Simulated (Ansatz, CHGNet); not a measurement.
How the volume per atom of α-quartz (SiO2) moves with the method

No measured value is used here.

| level (code) | value (Å³/atom) |
|---|---|
| CHGNet 0.3.0 | 13.82 |
| LDA (Ansatz) | 12.22 |
| PBE (Ansatz) | 13.38 |
| r²SCAN-D4 (Ansatz) | [?] |

Task: What belongs in the gaps?

Result: 
- r²SCAN-D4 (Ansatz, a first-principles code), value (Å³/atom): 12.37

Cutoffs differ between the levels. Ansatz's density-functional and Hartree–Fock values are scalar-relativistic unless marked +SOC, with PAW data made under PBE.

Machine-learned potentials (CHGNet 0.3.0) are trained on DFT data: a solid inside that data is no test of them.
